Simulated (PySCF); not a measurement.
Molecule: `Cc1ccsc1`, C₅H₆S.

Atoms are numbered as in `[CH3:1][c:2]1[cH:3][cH:4][s:5][cH:6]1`. Hydrogens are named by the atom that carries them.

Geometry PBE0-D3(BJ)/def2-SVP throughout; GIAO in PySCF 2.14, gas phase, one conformer, non-relativistic; equivalent atoms averaged; basis pcSseg-1.

Question: How do the absolute shieldings σ depend on the functional? (a selection of nuclei; ppm; last column core-seconds on shared hosts with different chips, so compare them loosely)

Answer: 
```
functional                    kind    C2    C3    C6     C1     S5  H(C4)  H(C3)  H(C6)  H(C1)  core-s
        HF            Hartree–Fock  47.5  56.5  58.2  174.7  354.1  24.38  24.66  24.76  29.30     8.1
       LDA                     LDA  35.3  44.4  50.8  164.1  234.3  23.84  23.88  24.21  28.45      20
       PBE                     GGA  40.0  49.3  55.5  162.3  262.9  24.27  24.31  24.63  28.83      26
      BLYP                     GGA  33.7  44.2  49.5  157.3  243.1  24.53  24.57  24.88  29.00      27
      BP86                     GGA  39.5  48.9  55.0  161.8  260.3  24.34  24.37  24.70  28.89      25
      OPBE                     GGA  51.7  59.6  66.1  167.0  300.2  24.22  24.27  24.57  28.86      28
       KT2                     GGA  51.2  60.3  66.8  165.9  309.3  24.34  24.35  24.69  28.80      15
       KT3                     GGA  52.0  61.0  66.9  164.4  311.9  24.49  24.53  24.83  28.96      14
     B97-D                     GGA  42.9  52.5  57.9  161.0  272.4  24.54  24.59  24.89  29.03      14
     B3LYP           global hybrid  35.9  45.7  49.9  161.7  260.5  24.41  24.51  24.75  29.02     8.7
      PBE0           global hybrid  42.5  51.1  55.9  167.0  284.8  24.18  24.29  24.53  28.90      17
  mPW1PW91           global hybrid  41.5  50.1  54.7  166.0  280.8  24.23  24.35  24.58  28.95     8.8
      WP04           global hybrid  29.3  39.0  40.9  153.4  239.3  24.71  24.90  25.02  29.30     9.3
     B97-2           global hybrid  44.7  53.4  58.1  166.0  291.0  24.34  24.44  24.68  29.01     8.6
 BHandHLYP           global hybrid  39.4  48.6  51.3  167.0  290.1  24.31  24.50  24.66  29.08     8.5
 CAM-B3LYP  range-separated hybrid  36.6  46.1  49.2  165.7  267.2  24.24  24.42  24.59  29.00      12
   wB97X-D  range-separated hybrid  41.3  50.1  53.7  167.2  282.1  24.24  24.41  24.59  29.05      13
   LC-wPBE  range-separated hybrid  42.4  50.2  53.1  171.9  288.9  24.07  24.32  24.43  29.04      16
```

Question: Which nucleus among those listed moves most, in ppm?

Answer: S5 (aromatic ring sulfur): from 234.3 ppm with LDA to 354.1 ppm with HF. The smallest spread is 0.80 ppm, at H(C6). Proton shifts span only some 12 ppm, so a few tenths of a ppm matter as much there as several ppm in carbon.
